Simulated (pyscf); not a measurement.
Four-centre exchange: H₃C–AlH₂ + water (H₂O) → H₃C–AlH–OH + hydrogen (H₂)

Gas phase, singlet surface, charge 0. Bonds broken: Al2–H6, O8–H9. Bonds formed: Al2–O8, H6–H9. Structures and frequencies: ωB97X-D3(BJ)/def2-SVP in PySCF.

Transition state (Å):

```xyz
10

C     -1.2709    -1.3756     1.0906
Al    -0.0242    -0.1618     0.2177
H     -1.0906    -2.4240     0.7952
H     -2.3163    -1.1339     0.8374
H     -1.1748    -1.3315     2.1893
H     -0.5721     1.5415     0.3758
H      1.5576    -0.2111     0.3500
O     -0.5566     0.4061    -1.4996
H     -0.6485     1.3061    -0.6471
H      0.0875     0.5951    -2.1937
```

One imaginary mode, 1280i cm⁻¹; descent along it reached the two sides named, in the forms told below.

```
bond    change  reactant side (Å)  saddle  product side
------  ------  -----------------  ------  ------------
Al2–H6  breaks              1.608   1.796         2.456
O8–H9   breaks              0.968   1.243           2.7
Al2–O8   forms              2.051   1.885         1.717
H6–H9    forms                2.6   1.052         0.762
```

Electronic energies relative to the separated reactants (eV):

```tsv
level	barrier	reaction energy	reverse barrier
ωB97X-D3(BJ)/def2-TZVP	-0.32	-1.34	1.03
PBE/def2-TZVP	-0.46	-1.31	0.85
r²SCAN/def2-TZVP	-0.51	-1.42	0.91
B3LYP-D3(BJ)/def2-TZVP	-0.32	-1.37	1.05
PBE0-D3(BJ)/def2-TZVP	-0.39	-1.28	0.89
M06-2X/def2-TZVP	-0.36	-1.49	1.12
ωB97M-D3(BJ)/def2-TZVP	-0.28	-1.33	1.05
HF/def2-TZVP	0.32	-1.21	1.53
```

With ωB97M-D3(BJ)/def2-TZVP energies and thermal terms (ideal gas, 1 atm, RRHO with modes under 100 cm⁻¹ raised to 100, one conformer, R ln 2 for chiral ones without a mode under 150 cm⁻¹), in eV:

```tsv
T (K)	ΔH‡	ΔG‡	ΔH	ΔG
298	-0.33	0.15	-1.42	-1.33
600	-0.33	0.63	-1.38	-1.25
900	-0.31	1.11	-1.34	-1.19
1200	-0.27	1.58	-1.31	-1.14
```

On the reactant side the descent ends in an adduct with a Al–O contact, 0.94 eV under the separated species and 0.62 eV under the saddle at ωB97X-D3(BJ)/def2-TZVP. At ωB97X-D3(BJ)/def2-TZVP, PBE, r²SCAN, B3LYP-D3(BJ), PBE0-D3(BJ), M06-2X, ωB97M-D3(BJ) the saddle lies under the separated reactants, which points to a path from their complex (located at ωB97X-D3(BJ) alone). What is counted as formed (Al–O) is already present as a longer contact in the reactant adduct; forming that adduct is a step of its own. At the saddle there is also a short Al–H contact that neither side keeps. One saddle was located; it need not be the lowest between these sides.
